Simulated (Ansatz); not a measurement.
`C/C(O)=C/N`, one more setting.

```yaml
crystal:
  periodic: [false, false, false]
  atoms:
    - {symbol: C, position_ang: [-1.543840, 0.922865, -0.167362]}
    - {symbol: C, position_ang: [-0.327090, 0.089231, -0.308466]}
    - {symbol: O, position_ang: [-0.185447, -0.469676, -1.526257]}
    - {symbol: C, position_ang: [0.582223, -0.125313, 0.648927]}
    - {symbol: N, position_ang: [1.693348, -0.961716, 0.322356]}
    - {symbol: H, position_ang: [-2.438152, 0.323714, -0.358576]}
    - {symbol: H, position_ang: [-1.607714, 1.347444, 0.834150]}
    - {symbol: H, position_ang: [-1.534165, 1.735058, -0.899224]}
    - {symbol: H, position_ang: [0.645986, -0.976244, -1.458180]}
    - {symbol: H, position_ang: [0.473007, 0.321953, 1.631920]}
    - {symbol: H, position_ang: [1.740563, -1.785637, 0.908915]}
    - {symbol: H, position_ang: [2.578180, -0.476679, 0.405899]}
basis:
  gaussian: {orbitals: cc-pVDZ, final_grid: {core_spheres: 5, valence_spheres: 4, degree: 11}}
hamiltonian: {xc: {name: revPBE}, dispersion: d3bjatm}
output: {forces: true}
```

```sh
$ ansatz run in.yaml --threads 4 --pin off --events-out ev --progress --plain --max-ram 10444MiB
```

It prints (some lines left out):

```
Functional definition: revPBE
  name "revPBE"
  cite "Zhang & Yang, Phys. Rev. Lett. 80, 890 (1998) doi:10.1103/PhysRevLett.80.890"
  cite "Perdew, Burke & Ernzerhof, Phys. Rev. Lett. 77, 3865 (1996) doi:10.1103/PhysRevLett.77.3865"
  parameter kappa = 1.245
  parameter beta = 0.06672455060314922
  exchange = pbe_x(kappa = kappa, mu = beta*pi^2/3)
  correlation = pbe_c(beta = beta)
1279 factors; their error is unknown
mean field evaluation 1: about -6748.9604 eV, gradient 7.0e1 eV
mean field evaluation 2: about -6736.6926 eV, gradient 1.0e2 eV
mean field evaluation 4: about -6759.9982 eV, gradient 5.7e0 eV
mean field evaluation 8: about -6760.1084 eV, gradient 9.0e-1 eV
mean field evaluation 16: about -6760.0548 eV, gradient 2.9e-3 eV
mean field -6760.05477256 eV, -248.4274307619 hartree, gradient 3.9e-5 eV, S^2 0.000000; 0 other end points of the search recorded, 0 dependent functions left out
the calculation of the forces begins
reference -6760.05478787 eV, -248.4274313245 hartree; 20, 20 occupied and 85, 85 virtual orbitals, 1279 factors
Total energy: -6760.63224683 eV, -248.4486525499 hartree
Atom 0 at    -1.543840     0.922865    -0.167362 Å, force     0.501999    -0.335275    -0.033206 eV/Å
Atom 1 at    -0.327090     0.089231    -0.308466 Å, force    -0.553984     0.189702    -0.427606 eV/Å
Atom 2 at    -0.185447    -0.469676    -1.526257 Å, force    -0.680535    -0.009697    -1.164600 eV/Å
Atom 3 at     0.582223    -0.125313     0.648927 Å, force     0.524753    -0.097897     0.616452 eV/Å
Atom 4 at     1.693348    -0.961716     0.322356 Å, force    -0.507249     0.013575    -0.804407 eV/Å
Atom 5 at    -2.438152     0.323714    -0.358576 Å, force    -0.649528    -0.227380    -0.065364 eV/Å
Atom 6 at    -1.607714     1.347444     0.834150 Å, force    -0.068969     0.258031     0.556302 eV/Å
Atom 7 at    -1.534165     1.735058    -0.899224 Å, force    -0.140819     0.566020    -0.369492 eV/Å
Atom 8 at     0.645986    -0.976244    -1.458180 Å, force     0.720471    -0.306997     0.400802 eV/Å
Atom 9 at     0.473007     0.321953     1.631920 Å, force     0.053487     0.220595     0.661149 eV/Å
Atom 10 at     1.740563    -1.785637     0.908915 Å, force     0.144708    -0.535153     0.468726 eV/Å
Atom 11 at     2.578180    -0.476679     0.405899 Å, force     0.655666     0.264476     0.161242 eV/Å
Dipole moment:     0.228253    -0.040416     0.274949 e Å
```

It took 0.65 s on 4 threads of an AMD EPYC 7B13 on a shared host, with 0.14 GiB of host memory at the peak.
